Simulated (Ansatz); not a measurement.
in.yaml

```yaml
crystal:
  periodic: [false, false, false]
  atoms:
    - {symbol: Si, position_ang: [0.000000, 0.000000, -1.948758]}
    - {symbol: N, position_ang: [0.000000, 0.000000, -0.403121]}
    - {symbol: H, position_ang: [0.000000, 0.000000, 2.351879]}
basis:
  gaussian: {orbitals: 6-31G}
magnetization: {spin_polarized: false}
correlation: {method: ccsd_t, electrons: valence}
scf: {lower_state_search: off}
multiplicity: 3
```

```sh
$ ansatz run in.yaml --threads 1 --pin off --events-out ev --progress --plain --max-ram 2393MiB
```

One thing in this input was set wrong on purpose, beside settings that are merely unusual. What is the gravest fault, and what does the program do?

Unknown input key. How the run ends: refused.
```
Error: YAML parse error: error: line 12 column 1: unknown field `multiplicity`, expected one of crystal, accuracy, basis, kpoints, hamiltonian, magnetization, projection, total_charge, correlation, batch, efield, external_charges, scf, relax, neb, saddle, md, ramp, phonons, dielectric, real_time, elastic, magnetic_configurations, gw, evaluate, workflow, output, checkpoint, execution
  --> <input>:12:1
   |
10 | correlation: {method: ccsd_t, electrons: valence}
11 | scf: {lower_state_search: off}
12 | multiplicity: 3
   | ^ unknown field `multiplicity`, expected one of crystal, accuracy, basis, kpoints, hamiltonian, magnetization, projection, total_charge, correlation, batch, efield, external_charges, scf, relax, neb, saddle, md, ramp, phonons, dielectric, real_time, elastic, magnetic_configurations, gw, evaluate, workflow, output, checkpoint, execution
```
